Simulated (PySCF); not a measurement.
C7H8O: calculation against experiment

**What was measured.**

From NIST CCCBDB Release 22 (SRD 101), experimental dipoles, for the gas: dipole moment 1.262 D.

From NIST CCCBDB Release 22 (SRD 101), experimental polarizabilities, for the gas: mean polarisability 13.1 Å³.

How close the calculation comes is told at the end.

Species: C7H8O.
Atom-mapped SMILES: `[CH3:1][O:2][c:3]1[cH:4][cH:5][cH:6][cH:7][cH:8]1` (hydrogens: H9, H10, H11 on C1; H12 on C4; H13 on C5; H14 on C6; H15 on C7; H16 on C8)

Structure used (GFN2-xTB), in Å, numbered top down from 1:
```xyz
16
C7H8O angstrom
C     -2.6785    0.1437   -0.2118
O     -1.5991   -0.5637   -0.7701
C     -0.3394   -0.2854   -0.3282
C      0.6872   -1.0236   -0.9193
C      1.9979   -0.8192   -0.5436
C      2.3100    0.1242    0.4237
C      1.2949    0.8559    1.0097
C     -0.0268    0.6579    0.6436
H     -3.5701   -0.2402   -0.7056
H     -2.7598   -0.0304    0.8664
H     -2.5965    1.2193   -0.4005
H      0.4259   -1.7519   -1.6710
H      2.7819   -1.3992   -1.0074
H      3.3363    0.2855    0.7165
H      1.5256    1.5934    1.7645
H     -0.7972    1.2426    1.1216
```

Runs made with PySCF (gas phase, on this GFN2-xTB geometry; no spin–orbit coupling):

```csv
level,job,basis functions,wall time
CAM-B3LYP/def2-SVPD,"8 singlets by full TDDFT, 3 Tamm–Dancoff triplets, polarisability",227,38 s
```

Hardware: an Arm Neoverse V2 with one thread, on a shared host.

## Comparison

**Dipole moment.** Measured: 1.262 D (NIST CCCBDB Release 22 (SRD 101), experimental dipoles).

```json
{"level": "CAM-B3LYP/def2-SVPD", "computed (D)": "1.292", "computed − measured (D)": "+0.030", "% (from the printed values)": "+2"}
```

The computed dipoles belong to one fixed geometry; measured ones are averaged over vibrations unless marked μe. Magnitudes are compared, not signs.

**Mean polarisability.** Measured: 13.1 Å³ (NIST CCCBDB Release 22 (SRD 101), experimental polarizabilities).

| level | computed (Å³) | computed − measured (Å³) | % (from the printed values) |
| --- | --- | --- | --- |
| CAM-B3LYP/def2-SVPD | 12.51 | -0.59 | -5 |

The computed values are static and purely electronic, with core orbitals frozen in the response (1 au = 0.148185 Å³). The table of measured values doesn't say here whether a value is static or optical, or holds a vibrational part.

No measured geometry was used, and the causes of the misses weren't examined.
